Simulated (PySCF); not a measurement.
**Which functional comes closest?**

Molecule: `InChI=1S/N2/c1-2`.

Atom-mapped SMILES (the numbers label the heavy atoms): `[N:1]#[N:2]`.

Geometry PBE0-D3(BJ)/def2-SVP throughout; GIAO in PySCF 2.14, gas phase, one conformer, non-relativistic; equivalent atoms averaged; basis pcSseg-2.

Reference values (CCSD(T)/aug-cc-pCV[TQ]Z extrapolated; gas (isolated, no vibration); Teale, Lutnaes, Helgaker, Tozer, Gauss, JCP 2013, 138, 024111, as tabulated in M. Glasbrenner, PhD thesis, LMU Munich (SI Table 24)): σ(N1/N2) = -60.4 ppm.

How do the functionals HF, LDA, PBE, BLYP, BP86, OPBE, KT2, KT3, B97-D, B3LYP, PBE0, mPW1PW91, WP04, B97-2, BHandHLYP, CAM-B3LYP, wB97X-D, LC-wPBE perform against the reference? Times are CPU seconds on shared hosts with different chips, so compare them loosely; the GGAs took longer than the global hybrids here, which isn't the general rule, and the cause wasn't traced.

Results:


```
functional                    kind   N1/N2  abs. error N  core-s
        HF            Hartree–Fock  -111.7          51.3     0.3
       LDA                     LDA   -92.7          32.3     0.8
       PBE                     GGA   -86.4          26.0       1
      BLYP                     GGA   -88.1          27.7     0.7
      BP86                     GGA   -85.4          25.0     0.7
      OPBE                     GGA   -77.6          17.2     0.7
       KT2                     GGA   -66.8           6.4     0.7
       KT3                     GGA   -68.1           7.7     0.7
     B97-D                     GGA   -79.2          18.8     0.8
     B3LYP           global hybrid   -94.7          34.3     0.6
      PBE0           global hybrid   -94.1          33.7     0.5
  mPW1PW91           global hybrid   -95.2          34.8     0.6
      WP04           global hybrid  -104.6          44.2    0.35
     B97-2           global hybrid   -88.6          28.2    0.33
 BHandHLYP           global hybrid  -102.8          42.4    0.32
 CAM-B3LYP  range-separated hybrid   -95.1          34.7    0.42
   wB97X-D  range-separated hybrid   -95.1          34.7    0.81
   LC-wPBE  range-separated hybrid   -92.7          32.3    0.62
```

For 15N the closest is KT2 (6.4 ppm) and the furthest HF (51.3 ppm). One molecule is a small sample, and the reference may use another geometry.
